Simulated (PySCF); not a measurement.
C₂H₆O, SMILES CCO. Atoms are numbered in the order given.

```xyz
9

C     -1.2026     0.1412     0.2462
C      0.0688    -0.4315    -0.3570
O      1.2325     0.3079     0.0027
H     -2.0772    -0.4203    -0.0908
H     -1.3277     1.1856    -0.0433
H     -1.1760     0.0895     1.3383
H      0.1808    -1.4866    -0.0769
H      0.0264    -0.3871    -1.4462
H      1.3164     0.2972     0.9623
```

Geometry optimised at B3LYP-D3(BJ)/def2-TZVP. Other conformers were not sampled.

All values below come from PBE/pcJ-1 run with PySCF.

Isotropic couplings with Fermi-contact, spin-dipole and both spin-orbit terms, one fixed conformer, no vibrational averaging. Isotopes: 13C, 1H.

Estimate the spin–spin coupling constants. (An estimate is asked for; the answer gives what the named calculation found.)


| pair | bonds apart | J (Hz) |
|---|---|---|
| C1–C2 | 1 | 31.0 |
| C1–H4 | 1 | 116.9 |
| C1–H5 | 1 | 123.9 |
| C1–H6 | 1 | 118.9 |
| C2–H7 | 1 | 130.3 |
| C2–H8 | 1 | 137.1 |
| C1–H7 | 2 | 1.8 |
| C1–H8 | 2 | -1.3 |
| C2–H4 | 2 | 0.9 |
| C2–H5 | 2 | -5.2 |
| C2–H6 | 2 | -4.8 |
| C2–H9 | 2 | -2.0 |
| H4–H5 | 2 | -12.5 |
| H4–H6 | 2 | -13.2 |
| H5–H6 | 2 | -10.7 |
| H7–H8 | 2 | -10.6 |
| C1–H9 | 3 | 0.9 |
| H4–H7 | 3 | 1.4 |
| H4–H8 | 3 | 2.2 |
| H5–H7 | 3 | 13.6 |
| H5–H8 | 3 | 4.8 |
| H6–H7 | 3 | 5.0 |
| H6–H8 | 3 | 14.1 |
| H7–H9 | 3 | 1.5 |
| H8–H9 | 3 | 15.5 |
| H4–H9 | 4 | -1.0 |
| H5–H9 | 4 | -0.4 |
